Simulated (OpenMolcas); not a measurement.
**HNO (nitroxyl), step by step**

Aim: a single-point energy (UHF/STO-3G), then the energy (CASSCF(4,4)/STO-3G), then the energy (CASPT2(4,4)/STO-3G), then a single-point energy (SC-NEVPT2(4,4)/STO-3G), then a single-point energy (MRCI(4,4)/STO-3G) of HNO (nitroxyl). 

Program for the calculation: OpenMolcas 26.06.

5 further runs of the same task are left out: 5 that didn't finish.

## (1) The molecule

The species is HNO (3 atoms), meant as a singlet with charge 0. SMILES: `N=O`. The N1–O2 distance was set to 2.403 Å, away from the relaxed value. At this shape a bond of the SMILES string is far longer than usual.

Bond lengths: N1–H3 1.062 Å.

## (2) The energy at UHF/STO-3G (run 1)

The input, step1.input:

```
* HNO Hartree-Fock

&GATEWAY
 BasLib
 $CurrDir
 BasisSet
 N.STO-3G....
 N1 -1.320478 0.176408 -0.695720 angstrom
 End of Basis
 BasisSet
 O.STO-3G....
 O2 0.768580 0.418030 0.466150 angstrom
 End of Basis
 BasisSet
 H.STO-3G....
 H3 -1.537178 -0.836052 -0.932320 angstrom
 End of Basis

&SEWARD

&SCF
 UHF
 Scramble
 0.25
 PrOrbitals
 1 1
```

The basis set STO-3G is read from a file made from the Basis Set Exchange's data (not shown).

Started as:

```
$ export MOLCAS_MEM=1860
$ pymolcas step1.input > step1.log
```

What it wrote:

```text
--- Start Module: gateway ---
[...]
--- Stop Module: gateway /rc=_RC_ALL_IS_WELL_ ---
--- Start Module: seward ---
[...]
      Basis functions           11
--- Stop Module: seward /rc=_RC_ALL_IS_WELL_ ---
--- Start Module: scf ---
[...]
       Convergence after  76 Iterations
[...]
::    Total SCF energy                               -128.0677688201
[...]
      Total spin, S                                     0.9980875632
[...]
      Total electronic charge=   16.000000
      Total            charge=   -0.000000
[...]
      Dipole Moment (debye):
      Origin of the operator (angstrom)=   -0.2498    0.2681   -0.1040
                   X= -2.7773E-01               Y= -1.2460E+00               Z= -2.9717E-01           Total=  1.3107E+00
      Quadrupole Moment (debye*angstrom):
[...]
--- Stop Module: scf /rc=_RC_ALL_IS_WELL_ ---
[...]
```

It took 3.3 s on 1 thread of Arm Neoverse V1, shared host; peak memory 0.37 GiB.

## (3) A single-point energy at CASSCF(4,4)/STO-3G (run 2)

The input, step2.inp:

```
* HNO CASSCF
&GATEWAY
BasLib=$CurrDir
BasisSet
N.STO-3G....
N1 -1.320478 0.176408 -0.695720 angstrom
End of Basis
BasisSet
O.STO-3G....
O2 0.768580 0.418030 0.466150 angstrom
End of Basis
BasisSet
H.STO-3G....
H3 -1.537178 -0.836052 -0.932320 angstrom
End of Basis
&SEWARD
&RASSCF
FileOrb=$CurrDir/step1.UnaOrb
Spin=1
Nactel=4 0 0
Inactive=6
Ras2=4
OrbListing=Nothing
```

The basis set STO-3G is read from a file made from the Basis Set Exchange's data (not shown).

Started as:

```
$ export MOLCAS_MEM=1860
$ pymolcas step2.inp > step2.log
```

What it wrote:

```text
--- Start Module: gateway ---
[...]
--- Stop Module: gateway /rc=_RC_ALL_IS_WELL_ ---
--- Start Module: seward ---
[...]
      Basis functions           11
--- Stop Module: seward /rc=_RC_ALL_IS_WELL_ ---
--- Start Module: rasscf ---
[...]
      Number of active orbitals                  4
[...]
      Spin quantum number                      0.0
[...]
      Active orbitals                            4
[...]
      Number of CSFs                            20
[...]
      Number of root(s) required                 1
[...]
      Convergence after 13 iterations
[...]
      printout of CI-coefficients larger than  0.05 for root  1
      energy=    -128.066002
      conf/sym  1111     Coeff  Weight
             1  2200  -0.51234 0.26249
             6  2020   0.48089 0.23126
            10  udud   0.41142 0.16927
            14  0202   0.38394 0.14741
            15  uudd  -0.22935 0.05260
            20  0022  -0.37008 0.13696
      Natural orbitals and occupation numbers for root  1
      sym 1:   1.209381   1.041688   0.958311   0.790620
      ************************************************************************************************************************
      *                                                    Final results                                                     *
[...]
::    RASSCF root number  1 Total energy:   -128.06600196
[...]
      Total electronic charge=   16.000000
      Total            charge=   -0.000000
[...]
      Dipole Moment (debye):
      Origin of the operator (angstrom)=   -0.2498    0.2681   -0.1040
                   X= -2.6257E-01               Y= -1.2406E+00               Z= -2.8830E-01           Total=  1.3004E+00
      Quadrupole Moment (debye*angstrom):
[...]
--- Stop Module: rasscf /rc=_RC_ALL_IS_WELL_ ---
[...]
```

Wall time 1.8 s (1 thread of Arm Neoverse V1, shared host); peak memory 0.37 GiB.

## (4) A single-point energy at CASPT2(4,4)/STO-3G (run 3)

The input, step3.inp:

```
* HNO CASPT2

&GATEWAY
  BasLib = $CurrDir
  BasisSet
  N.STO-3G....
  N1 -1.320478 0.176408 -0.695720 angstrom
  End of Basis
  BasisSet
  O.STO-3G....
  O2 0.768580 0.418030 0.466150 angstrom
  End of Basis
  BasisSet
  H.STO-3G....
  H3 -1.537178 -0.836052 -0.932320 angstrom
  End of Basis

&SEWARD

&RASSCF
  FileOrb = $CurrDir/step2.RasOrb
  Spin = 1
  Nactel = 4 0 0
  Inactive = 6
  Ras2 = 4
  OrbListing = Nothing

&CASPT2
  Imaginary = 0.1
  Frozen = 2
```

The basis set STO-3G is read from a file made from the Basis Set Exchange's data (not shown).

Started as:

```
$ export MOLCAS_MEM=1860
$ pymolcas step3.inp > step3.log
```

What it wrote:

```text
--- Start Module: gateway ---

                                              &GATEWAY

                       available to each process: 1.9 GB of memory, 1 thread

 Basis Set     1 Label: N.STO-3G....
 Basis set is read from library:.
 basistype.tbl is not found

 Basis Set     2 Label: O.STO-3G....
 Basis set is read from library:.
 basistype.tbl is not found

 Basis Set     3 Label: H.STO-3G....
 Basis set is read from library:.
 basistype.tbl is not found

++    Symmetry information:
      ---------------------

                    Character Table for C1

                             E
                    a        1  x, y, xy, Rz, z, xz, Ry, yz, Rx, I
--

++    Basis set information:
      ----------------------

      Basis set label: N.STO-3G.........

      Electronic valence basis set:
      ------------------
      Associated Effective Charge   7.000000 au
      Associated Actual Charge      7.000000 au
      Nuclear Model: Point charge

      Shell  nPrim  nBasis  Cartesian Spherical Contaminant
         s       6       2        X
[... 107 lines left out ...]
      Nuclear repulsion energy =   17.24528284
[... 77 lines left out ...]
      Convergence after  4 iterations
[... 10 lines left out ...]
      printout of CI-coefficients larger than  0.05 for root  1
[... 1 line left out ...]
      conf/sym  1111     Coeff  Weight
[... 11 lines left out ...]
      *                                                    Final results                                                     *
[... 6 lines left out ...]
      RASSCF energy for state  1                   -128.06600196
[... 12 lines left out ...]
::    RASSCF root number  1 Total energy:   -128.06600196
[... 29 lines left out ...]
      Dipole Moment (debye):
[... 13 lines left out ...]
      Spin density orbitals for root   1 are written to the SPDORB.1 file
[... 52 lines left out ...]
      Imaginary shift                            0.10
[... 3 lines left out ...]
--------------------------------------------------------------------------------
 Estimated memory requirements:
  POLY3 :                   250840
  RHS:                      252754
  SIGMA :                   251024
  PRPCTL:                        0
 Available workspace:    232490320

++ CASPT2 computation for group   1

********************************************************************************
 Multi-State initialization phase begins for group   1
--------------------------------------------------------------------------------
********************************************************************************
 Compute H0 matrices for state    1
--------------------------------------------------------------------------------
--------------------------------------------------------------------------------
 H0 matrices have been computed.

********************************************************************************
  CASPT2 EQUATION SOLUTION
--------------------------------------------------------------------------------
 Invalid disk address                    -8
 I/O error in DaFile_checkarg
 Unit =                    45

--- Stop Module: caspt2 /rc=-6 ---

.########################.
.# Non-zero return code #.
.########################.

    Timing: Wall=1.43 User=1.04 System=0.38
```

Wall time 1.7 s (1 thread of Arm Neoverse V1, shared host); peak memory 0.37 GiB.

The job broke off with an error.

## (5) A single-point energy at SC-NEVPT2(4,4)/STO-3G (run 4)

The input, step4.inp:

```
>>> EXPORT MOLCAS_PRINT=2

&GATEWAY
  BASLIB=$CurrDir
  BASISSET
  N.STO-3G....
  N1 -1.320478 0.176408 -0.695720 angstrom
  End of Basis
  BASISSET
  O.STO-3G....
  O2 0.768580 0.418030 0.466150 angstrom
  End of Basis
  BASISSET
  H.STO-3G....
  H3 -1.537178 -0.836052 -0.932320 angstrom
  End of Basis

&SEWARD

&RASSCF
  FILEORB=$CurrDir/step2.RasOrb
  SPIN=1
  NACTEL=4 0 0
  INACTIVE=6
  RAS2=4
  ORBLISTING=Nothing

&CASPT2
  SC-NEVPT2
  FROZEN=2
```

The basis set STO-3G is read from a file made from the Basis Set Exchange's data (not shown).

Started as:

```
$ export MOLCAS_MEM=1860
$ pymolcas step4.inp > step4.log
```

What it wrote:

```text
--- Start Module: gateway ---
[...]
--- Stop Module: gateway /rc=_RC_ALL_IS_WELL_ ---
[...]
      Basis functions           11
[...]
--- Start Module: rasscf ---
[...]
      Number of active orbitals                  4
[...]
      Spin quantum number                      0.0
[...]
      Active orbitals                            4
[...]
      Number of CSFs                            20
[...]
      Number of root(s) required                 1
[...]
      Convergence after  4 iterations
[...]
      printout of CI-coefficients larger than  0.05 for root  1
      energy=    -128.066002
      conf/sym  1111     Coeff  Weight
             1  2200  -0.51234 0.26249
             6  2020   0.48089 0.23126
            10  udud   0.41142 0.16927
            14  0202   0.38394 0.14741
            15  uudd  -0.22935 0.05260
            20  0022  -0.37008 0.13696
      Natural orbitals and occupation numbers for root  1
      sym 1:   1.209382   1.041688   0.958311   0.790619
      ************************************************************************************************************************
      *                                                    Final results                                                     *
[...]
::    RASSCF root number  1 Total energy:   -128.06600196
[...]
      Total electronic charge=   16.000000
      Total            charge=   -0.000000
[...]
      Dipole Moment (debye):
      Origin of the operator (angstrom)=   -0.2498    0.2681   -0.1040
                   X= -2.6257E-01               Y= -1.2406E+00               Z= -2.8831E-01           Total=  1.3004E+00
      Quadrupole Moment (debye*angstrom):
[...]
--- Stop Module: rasscf /rc=_RC_ALL_IS_WELL_ ---
--- Start Module: caspt2 ---
[...]
 ###    WARNING: User changed nr of frozen orbitals.                         ###
 ###############################################################################
[...]
      E2 (Variational):          -0.0188215789
[...]
      E2 (Variational):          -0.0188015693
      Total energy:            -128.0848035306
[...]
      Reference weight:           0.99135
[...]
::    SC-NEVPT2 Root  1     Total energy:   -128.08480353
[...]
--- Stop Module: caspt2 /rc=_RC_ALL_IS_WELL_ ---
[...]
```

It took 1.7 s on 1 thread of Arm Neoverse V1, shared host; peak memory 0.37 GiB.

## (6) The energy at MRCI(4,4)/STO-3G (run 5)

The input, step5.inp:

```
&GATEWAY
BasLib = $CurrDir
BasisSet
N.STO-3G....
N1 -1.320478 0.176408 -0.695720 angstrom
End of Basis
BasisSet
O.STO-3G....
O2 0.768580 0.418030 0.466150 angstrom
End of Basis
BasisSet
H.STO-3G....
H3 -1.537178 -0.836052 -0.932320 angstrom
End of Basis
&SEWARD
&RASSCF
FileOrb = $CurrDir/step2.RasOrb
Spin = 1
Nactel = 4 0 0
Inactive = 6
Ras2 = 4
OrbListing = Nothing
&MOTRA
LumOrb
Frozen = 2
&GUGA
Electrons = 12
Spin = 1
Inactive = 4
Active = 4
CIAll = 1
&MRCI
SDCI
```

The basis set STO-3G is read from a file made from the Basis Set Exchange's data (not shown).

Started as:

```
$ export MOLCAS_MEM=1860
$ pymolcas step5.inp > step5.log
```

What it wrote:

```text
--- Start Module: gateway ---
[...]
--- Stop Module: gateway /rc=_RC_ALL_IS_WELL_ ---
[...]
      Basis functions           11
[...]
      Number of active orbitals                  4
[...]
      Spin quantum number                      0.0
[...]
      Active orbitals                            4
[...]
      Number of CSFs                            20
[...]
      Number of root(s) required                 1
[...]
      Convergence after  4 iterations
[...]
      printout of CI-coefficients larger than  0.05 for root  1
      energy=    -128.066002
      conf/sym  1111     Coeff  Weight
             1  2200  -0.51234 0.26249
             6  2020   0.48089 0.23126
            10  udud   0.41142 0.16927
            14  0202   0.38394 0.14741
            15  uudd  -0.22935 0.05260
            20  0022  -0.37008 0.13696
      Natural orbitals and occupation numbers for root  1
      sym 1:   1.209382   1.041688   0.958311   0.790619
      ************************************************************************************************************************
      *                                                    Final results                                                     *
[...]
::    RASSCF root number  1 Total energy:   -128.06600196
[...]
      Dipole Moment (debye):
      Origin of the operator (angstrom)=   -0.2498    0.2681   -0.1040
                   X= -2.6257E-01               Y= -1.2406E+00               Z= -2.8831E-01           Total=  1.3004E+00
      Quadrupole Moment (debye*angstrom):
[...]
      *** WARNING: Default frozen orbitals is overwritten by user input.
      *** Default values:   2
[...]
--- Start Module: guga ---
[...]
--- Stop Module: guga /rc=_RC_ALL_IS_WELL_ ---
--- Start Module: mrci ---
[...]
       (But an ACPF correction will be computed)
       USE THE DEFAULT ACPF G-VALUE GFAC=  0.16666666666666666
[...]
                      CI ENERGY:  -128.09499278
[...]
                ACPF CORRECTION:    -0.00051977
[...]
      Total electronic charge=   16.000000
      Total            charge=   -0.000000
[...]
     ACPF CORRECTION:     -0.00051977
[...]
  CI State   1     Total energy:   -128.09499278     QDav:     -0.00062597     QACPF:     -0.00051977
[...]
--- Stop Module: mrci /rc=_RC_ALL_IS_WELL_ ---
[...]
```

Run time: 2 s. Hardware: 1 thread of Arm Neoverse V1, shared host; peak memory 0.37 GiB.

## (7) Summary of results

| quantity | value |
| --- | --- |
| run 1, UHF/STO-3G: total energy | -128.06777 Eh |
| run 1, UHF/STO-3G: dipole moment | 1.31 D |
| run 1, UHF/STO-3G: HOMO energy | -9.58 eV |
| run 1, UHF/STO-3G: LUMO energy | 9.23 eV |
| run 1, UHF/STO-3G: HOMO–LUMO gap | 18.80 eV |
| run 1, UHF/STO-3G: ⟨S²⟩ | 1.994 |
| run 2, CASSCF(4,4)/STO-3G: total energy | -128.06600 Eh |
| run 2, CASSCF(4,4)/STO-3G: dipole moment (CASSCF density) | 1.30 D |
| run 4, SC-NEVPT2(4,4)/STO-3G: total energy | -128.08480 Eh |
| run 4, SC-NEVPT2(4,4)/STO-3G: dipole moment (CASSCF density) | 1.30 D |
| run 5, MRCI(4,4)/STO-3G: total energy | -128.09499 Eh |
| run 5, MRCI(4,4)/STO-3G: dipole moment (CASSCF density) | 1.30 D |
| run 3, CASPT2(4,4)/STO-3G | no result (crashed) |

**Reading.** ⟨S²⟩ (run 1, UHF/STO-3G) is 1.99 where a pure singlet has 0.00: the reference is spin-contaminated. Mulliken charges (run 1, UHF/STO-3G) run from -0.10 on N1 to +0.10 on H3; they depend strongly on the basis. Mulliken charges (run 2, CASSCF(4,4)/STO-3G) run from -0.11 on N1 to +0.11 on H3; they depend strongly on the basis. Mulliken charges (run 5, MRCI(4,4)/STO-3G) of the CASSCF density run from -0.11 on N1 to +0.11 on H3; they depend strongly on the basis. 1 of the 5 runs did not end normally.
